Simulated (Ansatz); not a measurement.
Energy needed to pull apart CH₃ (SMILES [CH3]), doublet, into free ground-state atoms, from the structure below (displaced at random from its PBE0-D4/def2-TZVP minimum); no zero-point or spin–orbit terms; open-shell atoms are treated unrestricted, in their ground-state multiplicity.

| atom | x (Å) | y (Å) | z (Å) |
| --- | --- | --- | --- |
| C1 | -0.0151 | 0.0273 | -0.0203 |
| H2 | 0.1375 | 0.9519 | 0.5648 |
| H3 | -0.8549 | -0.1670 | -0.6037 |
| H4 | 0.8365 | -0.7132 | 0.0103 |

Ansatz 0.2.0; basis: def2-TZVPP; cores frozen in the correlated methods; orbitals are unrestricted.

```csv
method,atomization energy (kcal/mol)
PBE-D4,308.6
r2SCAN-D4,?
PBE0-D4,306.6
wB97M-V,?
HF,240.3
MP2,297.8
CCSD,298.2
CCSD(T),299.9
```

What does wB97M-V give? (To be estimated.)

Computed: 305.5 kcal/mol, which is about 5.6 kcal/mol more than CCSD(T)/def2-TZVPP.

What does r2SCAN-D4 give? (Judge from chemistry; the value comes from the calculation.)

By the calculation: 309.4 kcal/mol, which is about 9.5 kcal/mol more than CCSD(T)/def2-TZVPP.

In triple zeta the MP2 and coupled-cluster atomization energies are still short of their basis limit by a few kcal/mol a bond, whereas those of the functionals are nearly converged, so these differences are not deviations from converged CCSD(T).

No T1 diagnostic of these runs exceeds 0.009. ⟨S²⟩ of the unrestricted Hartree–Fock references: 0.76 (a pure state has 0.75).

For scale, one of the runs: CCSD(T)/def2-TZVPP forces, 73 basis functions (an equivalent command: `ansatz run in.yaml --threads 2`). The run took about 5.5 s on 2 CPU threads (shared host).
